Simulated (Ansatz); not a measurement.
The input, for Ansatz 0.2.0:

```yaml
crystal:
  periodic: [false, false, false]
  atoms:
    - {symbol: Si, position_ang: [0.000000, 0.000000, 0.000000]}
    - {symbol: Ga, position_ang: [0.000000, 0.000000, 2.418100]}
basis:
  gaussian: {orbitals: cc-pVDZ, point_charges: [{charge: -1.00, position_ang: [3.524, 0.341, -0.063]}]}
total_charge: 1
magnetization: {spin_polarized: false, initial_magnetization: 2}
correlation: {method: sc_nevpt2, electrons: outside_noble_gas, active_space: {window: {electrons: 2, orbitals: 6}}}
```

```sh
$ ansatz run in.yaml --threads 1 --pin off --events-out ev --progress --plain --max-ram 2393MiB
```

Output:

```
509 factors; integrals over basis functions are off by at most 6.8e-4 eV
mean field evaluation 1: about -60190.1978 eV, gradient 5.3e0 eV
mean field evaluation 2: about -60190.2571 eV, gradient 5.3e0 eV
mean field evaluation 4: about -60190.6912 eV, gradient 1.3e0 eV
mean field evaluation 8: about -60190.8904 eV, gradient 7.5e-1 eV
mean field evaluation 16: about -60191.0565 eV, gradient 1.9e-4 eV
mean field evaluation 32: about -60190.8425 eV, gradient 1.2e0 eV
mean field evaluation 64: about -60190.6835 eV, gradient 2.7e-1 eV
mean field -60191.05647377 eV, -2211.9805264476 hartree, gradient 2.8e-6 eV, S^2 2.000000; 10 other end points of the search recorded, 0 dependent functions left out
reference -60191.05647377 eV, -2211.9805264476 hartree; 23, 21 occupied and 22, 24 virtual orbitals, 509 factors
state -60191.22549382 eV, -2211.9867378197 hartree
state -60191.22549382 eV, -2211.9867378197 hartree; corrected -60193.37305955 eV, -2212.0656594050 hartree
Total energy: -60193.37305955 eV, -2212.0656594050 hartree
```

Ran on 1 thread of Arm Neoverse V1, shared host: 5.5 s wall, 0.22 GiB peak host memory.
